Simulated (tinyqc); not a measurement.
Coupled-perturbed Hartree-Fock on RHF in the sto-6g basis, for H2O, spin multiplicity 1, step by step. One step of it, computed by the program tinyqc.

Problem. Response to a field: uncoupled start. Field along y; U_ai = -mu_ai / (e_a - e_i), alpha = -4 sum U_ai mu_ai.

orbital energies (hartree): MO1 -20.515805, MO2 -1.230117, MO3 -0.572292, MO4 -0.443381, MO5 -0.392189, MO6 0.500584, MO7 0.623533

dipole integrals <a|y|i> (bohr):
```
          i1         i2        i3         i4        i5
a6  0.000000   0.000000  0.903824   0.000000  0.000000
a7  0.052839  -0.101464  0.000000  -0.743948  0.000000
```

Give: uncoupled U; uncoupled polarisability.

Solution.

uncoupled U:
```
         i1      i2       i3      i4      i5
a6   0.0000  0.0000  -0.8424  0.0000  0.0000
a7  -0.0025  0.0547   0.0000  0.6973  0.0000
```

uncoupled polarisability = 5.1434 bohr^3
